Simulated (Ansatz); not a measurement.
Basis-set extrapolation for CH3FO (`OCF`) (PBE0-D4/def2-TZVP geometry, frozen core, Ansatz). Multiplicity 1, RHF reference.

|  | def2-TZVPP | def2-QZVPP |
| --- | --- | --- |
| HF | -214.004744 | -214.014656 |
| MP2 correlation | -0.663771 | -0.719375 |
| CCSD(T) correlation | -0.699730 | not run |

Energies in hartree. Use E(X) = E(∞) + A·exp(−7.88·√X) for Hartree–Fock and E(X) = E(∞) + B·X^(−2.97) for correlation, with X = 3 and 4, and add CCSD(T) minus MP2 of the smaller set to the MP2 limit.

Q: What is the CCSD(T) energy at the basis-set limit?

A: HF limit: -214.014656 + (-0.009912) × 0.13774 = -214.01602. MP2 limit: -0.719375 + (-0.055604) × 0.74074 = -0.76056. Higher-order term: -0.699730 − (-0.663771) = -0.03596. Total: -214.81254 hartree, 2.94 eV below CCSD(T)/def2-TZVPP.
